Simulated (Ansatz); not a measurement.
Energy needed to pull apart CH7AlO (SMILES C[OH+][AlH3-]), singlet, into free ground-state atoms, from the structure below (displaced at random from a GFN2-xTB minimum); no zero-point or spin–orbit terms; open-shell atoms are treated unrestricted, in their ground-state multiplicity.

```xyz
10
angstrom
C -0.9876 0.6358 -0.6765
O 0.1589 0.0827 -0.4249
Al 1.0639 -0.6126 1.0541
H -0.8667 1.5683 -1.2959
H -1.8554 0.1253 -1.2208
H -1.4664 0.8824 0.3187
H 0.5962 -0.2459 -1.2346
H 0.2456 -1.9674 1.4165
H 0.9265 0.5912 1.8987
H 2.2875 -0.7321 0.1666
```

Ansatz 0.2.0; basis: def2-TZVPP; cores frozen in the correlated methods.

```csv
method,atomization energy (kJ/mol)
PBE-D4,3040
r2SCAN-D4,3043
PBE0-D4,3011
BHLYP-D4,2984
LC-wPBE,3019
wB97M-V,?
HF,2238
MP2,2983
CCSD,?
CCSD(T),2983
```

(1) What does CCSD give? (An estimate is asked for; the value comes from the calculation.)

(2) What does wB97M-V give? (An estimate is asked for; the value comes from the calculation.)

No T1 diagnostic of these runs exceeds 0.009.

Answers

(1) By the calculation: 2955 kJ/mol, which is about 28 kJ/mol less than CCSD(T)/def2-TZVPP.

(2) Computed: 3054 kJ/mol, which is about 72 kJ/mol more than CCSD(T)/def2-TZVPP.

In triple zeta the MP2 and coupled-cluster atomization energies are still short of their basis limit by a few kcal/mol a bond, whereas those of the functionals are nearly converged, so these differences are not deviations from converged CCSD(T).

For scale, one of the runs: CCSD(T)/def2-TZVPP forces, 202 basis functions, launched by `ansatz run in.yaml --threads 8 --pin off --events-out ev --progress --plain --max-ram 10444MiB`. The run took 2.3 min on 8 CPU threads of an Arm Neoverse N1 (shared host), with 5.6 GiB of host memory at its peak.
